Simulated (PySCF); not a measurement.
# Ionising SO

M06-L; S def2-TZVPPD, O def2-TZVPPD; no relativity (PySCF 2.14). Neutral (UKS): triplet (π ↑↑), Re = 1.487 Å, ωe = 1175 cm⁻¹, De = 5.54 eV, HOMO -6.26 eV, LUMO -4.13 eV.

SO⁻ (UKS): doublet (π ↑), Re = 1.570 Å, ωe = 921 cm⁻¹, De = 4.40 eV to S⁻ + O. The energies at the minima are -473.39417 hartree for SO and -473.42628 for SO⁻.

Work out the adiabatic electron affinity, without and with harmonic zero-point energies (1 hartree = 27.2114 eV, 1 eV = 8065.5 cm⁻¹), and the change of the bond length.

At M06-L: 0.03211 hartree = 0.874 eV between the minima; the zero-point term (1175.0 − 921.0)/2 cm⁻¹ = +0.016 eV makes it 0.890 eV. Re changes by +8.3 pm against the neutral. The electron enters a π orbital, and the longer bond of the ion fits an antibonding orbital, or a change in how ionic the bond is.

For an ion De counts to the pair picked by the measured ionisation energies or electron affinities, which need not be the lowest pair at this level. The highest Kohn–Sham level is positive in this anion. Much of that is self-interaction error, but it also means that the finite basis helps to hold the extra electron. States were picked by a PBE0 search and need not be the measured ground states.
